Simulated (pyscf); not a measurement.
`[CH4]` + `[GeH3]` [doublet] → `[CH3][GeH3]` + `[H]` [doublet], a substitution at C (doublet surface; C–H broken, C–Ge formed). Single points on ωB97X-D3(BJ)/def2-SVP structures (PySCF, gas phase). Correlated levels are frozen-core, on RHF or UHF. ΔMP2 is the change of the MP2 total energy from the triple- to the quadruple-zeta basis. Energies in kJ/mol from the separated reactants.

AM1 to PM7: differences of heats of formation from MOPAC. Open shells are spin-unrestricted. 

### Question
Quick PM7 single points give ΔE‡ = 153.8 kJ/mol and ΔE = +128.9 kJ/mol. What does CCSD(T)/def2-TZVPP + ΔMP2(QZVPP) give, and how far is the quick result from it?

### Answer
CCSD(T)/def2-TZVPP + ΔMP2(QZVPP) gives ΔE‡ = 210.0 kJ/mol and ΔE = +116.2 kJ/mol. PM7 lies 56.2 kJ/mol under it in the barrier and 12.7 kJ/mol over it in the reaction energy, so on this step it does not hold to within 12.6 kJ/mol. CCSD(T)/def2-TZVPP + ΔMP2(QZVPP) has limits of its own. The same reactants have a lower exit, to GeH₄ + CH₃• (barrier +119.9 kJ/mol at ωB97M-D3(BJ), against +215.6 kJ/mol here). This is the saddle that the search found; another between the same sides may lie lower. The angle at the attacked C is 180°. The CCSD(T) − MP2 part came from Ansatz, without density fitting, on the same reference. The frozen core leaves the outer d or s,p core shells of the metals and heavy elements correlated in the MP2 and CC values, and def2-TZVPP describes them poorly, which can shift differences by a few kcal/mol. In the def2 sets elements up to Kr have no core potential.
